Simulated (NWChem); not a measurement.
Molecule: DMSO (C2H6OS); SMILES CS(=O)C

```xyz
10

C      0.8218     1.3551     0.1920
S     -0.2088     0.0005    -0.4430
C      0.8151    -1.3591     0.1922
O     -1.4602     0.0036     0.3854
H      0.2846     2.2830    -0.0466
H      1.8095     1.3562    -0.2913
H      0.9046     1.2477     1.2834
H      0.8984    -1.2520     1.2835
H      0.2735    -2.2844    -0.0464
H      1.8029    -1.3651    -0.2911
```
Atoms are numbered in this order, from 1.

All runs: NWChem. Coordinates come from a PBE0/def2-SVP optimisation. GIAO values for the isolated, static molecule; σ is the absolute isotropic shielding, δ = σ(reference) − σ with the isolated reference molecule computed at the same levels (13C: tetramethylsilane, 1H: tetramethylsilane, 17O: water).

Predict the results for BHandHLYP/pcSseg-1. Quantities: δ C1 (ppm); σ S2 (ppm); δ O4 (ppm); δ H5 (rotor mean) (ppm).


```yaml
"δ C1 (ppm)": 43.7
"σ S2 (ppm)": 222.1
"δ O4 (ppm)": 56.3
"δ H5 (rotor mean) (ppm)": 2.20
```
